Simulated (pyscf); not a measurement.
Structures and frequencies: ωB97X-D3(BJ)/def2-SVP in PySCF. MP2 and CC: frozen core, UHF for open shells. ΔMP2 is the change of the MP2 total energy from the triple- to the quadruple-zeta basis.

### Question
Estimate the classical barrier height and the reaction energy of `[SiH2]=[S]` + `[FH]` → `[SiH][SH]` [singlet] + `[FH]` at CCSD(T)/def2-TZVPP + ΔMP2(QZVPP). The step runs on the singlet surface, breaks H–Si, F–H and forms H–S, F–H; take the separated reactants as zero.

### Answer
ΔE‡ = 169.2 kJ/mol, ΔE = +47.2 kJ/mol. Zero-point energy shifts the barrier by -4.9 kJ/mol. It is a concerted two-bond exchange, with an imaginary mode of 1827i cm⁻¹. On the reactant side the descent ends in a complex, 31.5 kJ/mol under the separated species and 183.5 kJ/mol under the saddle at ωB97X-D3(BJ)/def2-TZVP. On the product side the descent ends in a complex, 21.6 kJ/mol under the separated species and 125.6 kJ/mol under the saddle at ωB97X-D3(BJ)/def2-TZVP. At ωB97X-D3(BJ) the barrier from the zero used here is 152.1 kJ/mol. One saddle was located; it need not be the lowest between these sides. The CCSD(T) − MP2 part came from Ansatz, without density fitting, on the same reference.
